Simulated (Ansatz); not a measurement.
A trace of molecular dynamics of AlH₅N₂ (8 atoms, charge 0, multiplicity 1).

Computed with RKS PBE-D4/def2-SVP in Ansatz.

```
ensemble                      : NVE (velocity Verlet)
starting velocities drawn for : 3000 K
seed                          : 94405
```

| time (fs) | T (K) | potential energy less start (eV) | conserved less start (meV/atom) |
| --- | --- | --- | --- |
| 0.0 | 3000 | 0.000 | 0.00 |
| 4.0 | 2525 | 1.111 | 92.84 |
| 8.0 | 2146 | 1.471 | 101.05 |
| 12.0 | 1682 | 1.738 | 89.44 |
| 16.0 | 1148 | 3.014 | 197.23 |
| 20.0 | 1592 | 2.237 | 143.12 |
| 24.0 | 1757 | 1.956 | 124.03 |
| 28.0 | 2362 | 2.159 | 208.11 |
| 32.0 | 1407 | 2.420 | 148.06 |
| 36.0 | 1921 | 4.185 | 418.52 |
| 40.0 | 4556 | 6.438 | 955.66 |
| 44.0 | 2636 | 7.979 | 962.10 |
| 48.0 | 2806 | 7.827 | 959.52 |
| 52.0 | 3431 | 7.334 | 958.58 |
| 56.0 | 3366 | 7.047 | 916.30 |
| 60.0 | 2902 | 7.746 | 958.74 |
| 64.0 | 2627 | 8.068 | 972.36 |
| 68.0 | 2776 | 7.568 | 924.27 |
| 72.0 | 3856 | 6.991 | 956.84 |
| 76.0 | 9116 | 7.809 | 1569.05 |
| 80.0 | 29770 | 9.731 | 3811.58 |

Task: Can this run be trusted? Judge the integration.

Result: The conserved energy changed by up to 3900 meV per atom, so the integration failed: the time step of 2 fs is too long for the fastest motions that this run met, and the later frames carry no physical meaning.

Time of the run: 86 s on 1 thread of Arm Neoverse V2, on a shared host, peak memory 0.13 GiB.
